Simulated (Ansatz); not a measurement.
# CH4BCl: the cost of one run

Program: Ansatz 0.2.0. Level of theory: UKS PBE-D4/def2-SVP. These are calculated values, not measurements.

**1. The starting structure**

Bond lengths: B1–Cl2 2.168 Å, B1–C3 1.460 Å, B1–H5 1.154 Å, C3–H6 1.079 Å, C3–H7 1.082 Å. Angles: Cl2–B1–C3 100.9°, Cl2–B1–H5 113.8°, C3–B1–H5 141.1°, B1–C3–H6 126.7°, B1–C3–H7 120.9°, H6–C3–H7 111.2°.

Coordinates:

```xyz
7

B    -0.5496    0.4232   -0.4119
Cl   -0.7988    1.1089    1.6296
C     0.3644   -0.6983   -0.2174
H     0.4750    0.4014    0.6345
H    -0.8619    1.2004   -1.2054
H     0.3271   -1.4314    0.5728
H     1.0437   -1.0043   -1.0022
```

**2. Run 1**

150 steps of 0.5 fs at constant energy, with velocities drawn for 300 K.

The input, input.yaml:

```yaml
crystal:
  periodic: [false, false, false]
  atoms:
    - { symbol: B, position_ang: [-0.5496, 0.4232, -0.4119] }
    - { symbol: Cl, position_ang: [-0.7988, 1.1089, 1.6296] }
    - { symbol: C, position_ang: [0.3644, -0.6983, -0.2174] }
    - { symbol: H, position_ang: [0.475, 0.4014, 0.6345] }
    - { symbol: H, position_ang: [-0.8619, 1.2004, -1.2054] }
    - { symbol: H, position_ang: [0.3271, -1.4314, 0.5728] }
    - { symbol: H, position_ang: [1.0437, -1.0043, -1.0022] }
magnetization:
  spin_polarized: true
basis:
  gaussian: { orbitals: def2-SVP }
hamiltonian:
  xc: pbe
  dispersion: d4
md:
  timestep: 0.5
  n_steps: 150
  ensemble: nve
  temperature: 300.0
  initial_velocities: maxwell_boltzmann
  seed: 727997
```

The run is started by

```sh
ansatz run input.yaml --threads 1 --pin off --max-ram 2048MiB --backend cpu --events-out ev --progress --plain --runs-dir out
```

Q: Estimate wall time and peak memory on 1 thread of Arm Neoverse V2, shared host.

About 4.6 min, with a peak of 0.12 GiB.
